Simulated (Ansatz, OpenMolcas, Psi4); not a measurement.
**CH6BN (SMILES CBN): the vertical energy of the triplet above the singlet, rung by rung**

The species is CH6BN (9 atoms), meant as a singlet with charge 0. As SMILES, `CBN`. The coordinates come from a PBE0-D4/def2-TZVP relaxation.

Each level gives the vertical energy of the triplet above the singlet (eV). The values are calculated.

```json
{"level": "HF/cc-pVDZ", "kind": "Hartree–Fock", "program": "Ansatz", "value (eV)": "5.99", "less CCSD(T)/cc-pVDZ": "-0.80", "CPU time (all runs)": "5.5 s"}
{"level": "M06-L/cc-pVDZ", "kind": "meta-GGA", "program": "OpenMolcas", "value (eV)": "6.72", "less CCSD(T)/cc-pVDZ": "-0.07", "CPU time (all runs)": "2.9 min"}
{"level": "PBE0/cc-pVDZ", "kind": "global hybrid", "program": "Psi4", "value (eV)": "6.57", "less CCSD(T)/cc-pVDZ": "-0.22", "CPU time (all runs)": "2.4 min"}
{"level": "wB97M-V/cc-pVDZ", "kind": "range-separated hybrid", "program": "Ansatz", "value (eV)": "6.94", "less CCSD(T)/cc-pVDZ": "+0.15", "CPU time (all runs)": "2.6 min"}
{"level": "wB97X/cc-pVDZ", "kind": "range-separated hybrid", "program": "Ansatz", "value (eV)": "6.89", "less CCSD(T)/cc-pVDZ": "+0.10", "CPU time (all runs)": "57 s"}
{"level": "B2PLYP/cc-pVDZ", "kind": "double hybrid", "program": "Ansatz", "value (eV)": "6.82", "less CCSD(T)/cc-pVDZ": "+0.03", "CPU time (all runs)": "14 s"}
{"level": "DSD-PBEP86/cc-pVDZ (density fitting for correlation)", "kind": "double hybrid", "program": "Psi4", "value (eV)": "7.63", "less CCSD(T)/cc-pVDZ": "+0.84", "CPU time (all runs)": "88 s"}
{"level": "RPA@PBE0/cc-pVDZ", "kind": "RPA", "program": "Ansatz", "value (eV)": "6.81", "less CCSD(T)/cc-pVDZ": "+0.02", "CPU time (all runs)": "33 s"}
{"level": "MP3/cc-pVDZ", "kind": "perturbation theory", "program": "Psi4", "value (eV)": "7.84", "less CCSD(T)/cc-pVDZ": "+1.05", "CPU time (all runs)": "32 s"}
{"level": "CCSD(T)/cc-pVDZ, open shells restricted", "kind": "coupled cluster or CI", "program": "OpenMolcas", "value (eV)": "6.79", "less CCSD(T)/cc-pVDZ": "0.00", "CPU time (all runs)": "47 s"}
```

Differences are taken from CCSD(T)/cc-pVDZ, open shells restricted for orientation; it has basis-set and higher-order errors of its own. The values span 5.99 to 7.84 eV. A triplet this far above the singlet is often a Rydberg-like or dissociative state; sets without diffuse functions put Rydberg states too high. The second state's dipole differs much between rows, so they may not all be the same state. CPU times are rough (shared hosts, several kinds of processor and program).
